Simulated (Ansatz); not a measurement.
Rock-salt TiN was calculated with r²SCANh in Ansatz (plane waves, PAW).

Run with plane-wave cutoff 520 eV, 12×12×12 k mesh, Fermi–Dirac smearing 0.05 eV, no spin polarisation, scalar-relativistic PAW data made under PBE.

Computed points:

```csv
V (Å³/atom),E − E_lowest (meV/atom),P (GPa)
8.923,24.12,17.48
9.158,5.48,8.15
9.334,0.00,1.92
9.627,5.10,-7.23
9.862,20.42,-13.55
```

### Question
Estimate the bulk modulus from the pressures at 9.334 and 9.627 Å³/atom, and compare it with a fit to all energies.

### Answer
B = −V dP/dV. Between V = 9.334 and 9.627 Å³/atom, dP/dV = (-7.23 − (1.92))/(9.627 − 9.334) = -31.2 GPa per Å³/atom; at the midpoint 9.480 Å³/atom this gives B ≈ 296 GPa. The third-order Birch–Murnaghan fit gives V0 = 9.392 Å³/atom, B0 = 307 GPa, B′ = 4.2, which lies 4 % above that estimate.

Measured, for comparison: bulk modulus 288 GPa (temperature not stated, not corrected to a static lattice; as tabulated in Krasnenko and Brik (2013), arXiv:1306.3139); equilibrium volume per atom 9.52 Å³/atom (temperature not stated, not corrected to a static lattice; as tabulated in Zhang et al. (2018), doi:10.1088/1367-2630/aac7f0). Computed (rounded) less measured: bulk modulus +7 %, equilibrium volume per atom -1.4 %. A static lattice is as a rule a little smaller and stiffer than an uncorrected measurement, which narrows the difference in the bulk modulus, equilibrium volume per atom and would widen misses of the other sign.

Note: the run has no spin polarisation, so it can have missed a magnetic state.

Ansatz is a program for electronic structure.
